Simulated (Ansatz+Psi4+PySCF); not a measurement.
```yaml
atoms:
  - { symbol: B, position_ang: [0.0000, 0.0000, 0.0033] }
  - { symbol: Cl, position_ang: [0.0000, 0.0000, 2.0607] }
```

Basis set: cc-pVTZ on B; cc-pV(T+d)Z on Cl (spherical functions). Frozen core: 6 orbitals. Charge 0, multiplicity 1.

Computed with Ansatz (development build ahead of 0.2.0) and Psi4 1.11; each method stands on the lowest determinant of its kind that the runs found. Restricted open shells among the atoms or ions are ROHF, correlated in semicanonical orbitals with singles.

**Question.** Give the vertical ionization energy (product with multiplicity 2 at the same shape, open shells in the same class of orbitals) of singlet BCl by RHF-MP2, RHF.

**Answer.**

| method | ionization energy |
| --- | --- |
| RHF-MP2 | 10.96 eV |
| RHF | 10.20 eV |

Caution: stretched shape with no unrestricted run beside it, a lower state can exist; unrestricted orbitals would lower the determinant. Caution for RHF-MP2: bonds are stretched, where a single reference can fail.
